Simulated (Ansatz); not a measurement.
# CH3SSi: the cost of one run

The runs use Ansatz 0.2.0, Gaussian basis; Hartree-Fock/def2-SVPD.

### Step 1. Starting geometry

SMILES `[CH-]=[SiH]S`, 6 atoms, charge -1, spin multiplicity 1.

Atoms are counted from 1 here; the program's logs count them from 0.

Bond lengths: C1–Si2 1.722 Å, C1–H4 1.113 Å, Si2–S3 2.339 Å, Si2–H5 1.464 Å, S3–H6 1.323 Å. Angles: Si2–C1–H4 112.6°, C1–Si2–S3 128.2°, C1–Si2–H5 138.6°, S3–Si2–H5 93.2°, Si2–S3–H6 89.8°.

Coordinates:

| atom | x (Å) | y (Å) | z (Å) |
| --- | --- | --- | --- |
| C1 | -1.22251 | -0.53729 | -1.11919 |
| Si2 | -0.22778 | 0.64584 | -0.35983 |
| S3 | 1.36653 | 0.33235 | 1.32275 |
| H4 | -1.04364 | -1.56302 | -0.72645 |
| H5 | 0.00914 | 2.08914 | -0.42751 |
| H6 | 1.11825 | -0.96702 | 1.31023 |

### Step 2. The run

File md/in.yaml:

```yaml
crystal:
  periodic: [false, false, false]
  atoms:
    - {symbol: C, position_ang: [-1.222510, -0.537290, -1.119190]}
    - {symbol: Si, position_ang: [-0.227780, 0.645840, -0.359830]}
    - {symbol: S, position_ang: [1.366530, 0.332350, 1.322750]}
    - {symbol: H, position_ang: [-1.043640, -1.563020, -0.726450]}
    - {symbol: H, position_ang: [0.009140, 2.089140, -0.427510]}
    - {symbol: H, position_ang: [1.118250, -0.967020, 1.310230]}
basis:
  gaussian: {orbitals: def2-SVPD}
total_charge: -1
hamiltonian: {xc: hf}
md: {n_steps: 60, timestep: 0.5, temperature: 100, ensemble: nvt_nose_hoover, seed: 385, initial_velocities: maxwell_boltzmann}
```

Run with:

```bash
ansatz run in.yaml --threads 2 --pin off --events-out ev --progress --plain --max-ram 3481MiB
```

**Question.** How long does this run take on 2 threads of Intel Xeon at 2.50GHz, shared host, and how much memory does it need?

About 2.1 min, with a peak of 0.18 GiB.
